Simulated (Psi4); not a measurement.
Psi4 input (wB97X-D/6-31G*):

```
memory 1500 MB

molecule {
-1 1
C     0.78795820    1.54784882    0.21221775
C     0.28902993    0.60427555   -0.58651723
C    -0.62032961   -0.41667002   -0.24222137
C    -0.41497079   -1.63558151    0.34267517
H     1.51309580    2.29090719   -0.13309180
H     0.52049195    1.65172282    1.27959290
H    -1.64428815   -0.23030318   -0.58744657
H     0.57097782   -1.94120393    0.67658602
H    -1.21040375   -2.37036004    0.40743355
symmetry c1
no_reorient
no_com
}

set {
  basis 6-31G*
  reference rks
  scf_type pk
  dft_radial_points 99
  dft_spherical_points 590
  e_convergence 1e-8
  d_convergence 1e-7
  maxiter 150
}

e = energy('wb97x-d')
print_out(f'\nFINAL {e:.10f} DIPOLE {variable("CURRENT DIPOLE")[0]:.6f} {variable("CURRENT DIPOLE")[1]:.6f} {variable("CURRENT DIPOLE")[2]:.6f}\n')
```

From the last part of the output:

```
    One-Electron Energy =                -404.6451780959678217
    Two-Electron Energy =                 169.3564551470321362
    DFT Exchange-Correlation Energy =     -16.1312002531316843
    Empirical Dispersion Energy =          -0.0021478987464019
    VV10 Nonlocal Energy =                  0.0000000000000000
    Total Energy =                       -155.2579415302231780

Computation Completed

Properties will be evaluated at   0.000000,   0.000000,   0.000000 [a0]

Properties computed using the SCF density matrix

 Multipole Moments:

 ------------------------------------------------------------------------------------
     Multipole            Electronic (a.u.)      Nuclear  (a.u.)        Total (a.u.)
 ------------------------------------------------------------------------------------

 L = 1.  Multiply by 2.5417464519 to convert [e a0] to [Debye]
 Dipole X            :         -0.4371639            0.0000001           -0.4371638
 Dipole Y            :         -0.2318976           -0.0000002           -0.2318978
 Dipole Z            :          0.3698028            0.0000000            0.3698028
 Magnitude           :                                                    0.6177725

 ------------------------------------------------------------------------------------

FINAL -155.2579415302 DIPOLE -0.437164 -0.231898 0.369803

*** Psi4 exiting successfully. Buy a developer a beer!
```

The dipole moment of an ion depends on the origin.
